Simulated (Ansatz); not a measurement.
**Nickel, fcc under r²SCAN: how the Fermi-Dirac smearing moves the result**

Aim: find which Fermi-Dirac smearing width is enough for energy and pressure. The geometry was relaxed under r²SCAN beforehand and stays fixed; 6 values are run, from 0.01 to 1.0 eV. Wanted are the values from which on the energy stays within 10 and 1 meV/atom, and the pressure within 0.5 GPa, of the narrowest run. Within the series other settings stay, but some runs also write fields, which adds to their time. Spin polarisation is left out.

Computed with Ansatz 0.2.0 (DFT r²SCAN, plane waves with PAW, scalar-relativistic, unless a step says otherwise).

### 1 The system as given

The structure is cubic, space group Fm-3m (No. 225). Conventional cell: a = 3.466 Å, b = 3.466 Å, c = 3.466 Å, α = 90.00°, β = 90.00°, γ = 90.00°. Ni (site symmetry m-3m) is surrounded by 12 Ni at 2.45 Å.

Structure file:

```xyz
1
Lattice="0.0000 1.7331 1.7331 1.7331 0.0000 1.7331 1.7331 1.7331 0.0000" Properties=species:S:1:pos:R:3 pbc="T T T"
Ni    0.0000    0.0000    0.0000
```

### 2 With a width of 0.01 eV

The run at 0.01 eV.

File input.yaml:

```yaml
crystal:
  lattice:
    - [0.0, 1.7330608651, 1.7330608651]
    - [1.7330608651, 0.0, 1.7330608651]
    - [1.7330608651, 1.7330608651, 0.0]
  atoms:
    - { symbol: Ni, position: [0.0, 0.0, 0.0] }
hamiltonian:
  xc: r2scan
  pseudopotentials:
    kind: paw
    azcp:
      Ni: "pseudopotentials/Ni.paw.azcp"
basis:
  ecutwfc: 500
  fft_grid_basis: typed
kpoints:
  mp_grid: { grid: [15, 15, 15], shift: [0, 0, 0] }
magnetization:
  spin_polarized: false
scf:
  occupations: { method: fermi_dirac, width: 0.01 }
  lower_state_search: "off"
output:
  stress: true
  write_density: true
  write_potential: true
  elf: true
  volumetric_format: npy
```

Launch:

```console
$ ansatz run input.yaml --threads 2 --pin off --max-ram 5120MiB --backend cpu --events-out ev --progress --plain --runs-dir out
```

### 3 With a width of 0.03 eV

The run at 0.03 eV.

Changes to input.yaml since step 2:

```diff
@@ -21,3 +21,3 @@
 scf:
-  occupations: { method: fermi_dirac, width: 0.01 }
+  occupations: { method: fermi_dirac, width: 0.03 }
   lower_state_search: "off"
```

### 4 With a width of 0.2 eV

The run at 0.2 eV.

Changes to input.yaml since step 3:

```diff
@@ -21,3 +21,3 @@
 scf:
-  occupations: { method: fermi_dirac, width: 0.03 }
+  occupations: { method: fermi_dirac, width: 0.2 }
   lower_state_search: "off"
@@ -25,5 +25 @@
   stress: true
-  write_density: true
-  write_potential: true
-  elf: true
-  volumetric_format: npy
```

### 5 With a width of 0.3 eV

The run at 0.3 eV.

Changes to input.yaml since step 4:

```diff
@@ -21,3 +21,3 @@
 scf:
-  occupations: { method: fermi_dirac, width: 0.2 }
+  occupations: { method: fermi_dirac, width: 0.3 }
   lower_state_search: "off"
@@ -25 +25,5 @@
   stress: true
+  write_density: true
+  write_potential: true
+  elf: true
+  volumetric_format: npy
```

### 6 With a width of 0.6 eV

The run at 0.6 eV.

Changes to input.yaml since step 5:

```diff
@@ -21,3 +21,3 @@
 scf:
-  occupations: { method: fermi_dirac, width: 0.3 }
+  occupations: { method: fermi_dirac, width: 0.6 }
   lower_state_search: "off"
@@ -25,5 +25 @@
   stress: true
-  write_density: true
-  write_potential: true
-  elf: true
-  volumetric_format: npy
```

### 7 With a width of 1.0 eV

The run at 1.0 eV.

Changes to input.yaml since step 6:

```diff
@@ -21,3 +21,3 @@
 scf:
-  occupations: { method: fermi_dirac, width: 0.6 }
+  occupations: { method: fermi_dirac, width: 1.0 }
   lower_state_search: "off"
```

(Steps that only read results are left out.)

**Question.** What will these runs give?

**Answer**, as computed:

| quantity | value |
| --- | --- |
| E(σ → 0) stays within 10 meV/atom of 0.01 eV | up to 0.03 eV |
| E(σ → 0) stays within 1 meV/atom | up to 0.03 eV |
| pressure stays within 0.5 GPa | up to 0.03 eV |
| pressure at 0.01 eV | -0.75 GPa |
| energy of a separate run on a finer mesh (25×25×25) | -3.5 meV/atom from 0.01 eV |

In words: The far end, 1.0 eV, lies -377.1 meV/atom and +22.8 GPa from the yardstick. The free energy F moves by -1932.6 meV/atom over the range, and the estimate for σ → 0 by -377.1. In theory F falls as the square of the width under this scheme, but here the ratio is not steady: the mesh at narrow widths, or a density of states that varies over the wide ones, can both cause that. The mesh (15×15×15) is fixed, so the narrowest widths carry a k-point error of their own. The yardstick itself is unsettled by 3.5 meV/atom against the finer mesh, so the thresholds above hold only within this series, and wider smearing, which averages over more states, can land nearer the fine-mesh value than the narrowest does. The cell taken over is 5 % smaller than the measured one (10.94 Å³/atom, COD).

Real Ni is ferromagnetic; without spin these runs don't describe its ground state.
